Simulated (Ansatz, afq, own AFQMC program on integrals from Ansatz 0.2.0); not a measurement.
**BSiH2⁺, triplet in cc-pVTZ, levels against CCSDT(Q)**

```xyz
4

Si    0.0000   -0.0471    0.5518
B     0.0000   -0.0605   -1.3633
H     0.0000    1.1711    1.4474
H     0.0000    0.7893   -2.2001
```

Connectivity, by distances: SiH–BH.

Basis cc-pVTZ. Noble-gas cores (and the filled d shells of Ga–Kr and In–Xe) are frozen. Ansatz 0.2.0 and our own AFQMC program on the same integrals; the CISD trial comes from CCSD amplitudes, and released means the phaseless constraint is let go. Uncertainties: one standard error, sampling alone.

Determinant: UHF, the one that the program's search chose, which needn't be the lowest solution. The geometry is a PBE0/def2-TZVP stationary point of this or a neighbouring charge and spin state.

No full CI on the walks' own integrals is used here; CCSDT(Q) serves as the reference and is uncertain by about the last step of the cluster series.

Cautions: lower spins were not checked; the released energies have errors that jump between times, so the bars are unsure, so no released level is given (meV from the phaseless value at times in 1/Eh: -5 ± 4 at 0.24, -15 ± 3 at 0.51, -61 ± 37 at 0.99, -27 ± 3 at 1.62, -26 ± 11 at 2.40).

* T1 diagnostic: 0.0374
* weight of the determinant in the CISD state: 0.876
* ⟨S²⟩ of the determinant: 2.023
* size of the correlated space: 8 electrons in 86 orbitals

Reference: CCSDT(Q), correlation energy -5.023 eV.

```tsv
level	E − E(reference) (meV)	share of correlation (%)
HF	5022.9	0.00
MP2	1152.7	77.05
CCSD	248.3	95.06
CCSD(T)	60.5	98.80
CCSDT	10.9	99.78
ph-AFQMC/CISD	36.9 ± 4.5	99.26
```

A walk keeps the symmetry of its determinant, which the program's search chose and which needn't be the lowest solution, so a lower state of the same spin and another symmetry isn't excluded.
